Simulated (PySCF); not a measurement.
**Bond curve of NaN⁺**

Set-up: basis Na def2-SVP, N def2-SVP; no relativity; PySCF 2.14. Energies in eV from Na⁺ + N in their ground configurations at the same level. State: ⁴Σ⁻ (quartet), unpaired electrons σ ↑, π ↑↑.

All columns are UHF. A positive dipole points towards N; it is taken about the centre of mass and depends on that origin.

```csv
R (Å),E (eV),μ (D),Mulliken charge on Na (basis-dependent),HOMO (eV),LUMO (eV),Mayer bond order,⟨S²⟩
2.314,-0.024,-3.54,0.96,-21.72,-4.52,0.09,3.76
2.422,-0.076,-3.75,0.96,-21.50,-4.54,0.09,3.76
2.530,-0.104,-3.97,0.96,-21.28,-4.57,0.09,3.76
2.610,-0.114,-4.13,0.96,-21.13,-4.59,0.09,3.76
2.691,-0.118,-4.30,0.96,-20.98,-4.61,0.09,3.76
2.772,-0.118,-4.46,0.96,-20.83,-4.63,0.08,3.76
2.879,-0.114,-4.69,0.96,-20.65,-4.65,0.08,3.76
3.014,-0.106,-4.97,0.96,-20.43,-4.68,0.07,3.76
3.175,-0.094,-5.31,0.97,-20.19,-4.71,0.06,3.76
3.391,-0.078,-5.75,0.98,-19.89,-4.74,0.05,3.76
```

A fit through these points gives, at Re = 2.731 Å, μ = -4.38 D and dμ/dR = -2.07 D/Å; the reduced mass is 8.702 u.

How strong is the fundamental in the double-harmonic approximation, I = 42.26·(dμ/dR)²/μred km/mol?

I = 42.26·(-2.07)²/8.702 = 20.8 km/mol at UHF.

For an ion De counts to the pair picked by the measured ionisation energies or electron affinities, which need not be the lowest pair at this level. Hartree–Fock leaves out correlation, which carries a large part of most bond energies and some tenths to 1 eV of ionisation energies. The state is the lowest determinant that a PBE0 search found; another state may lie lower at other levels.
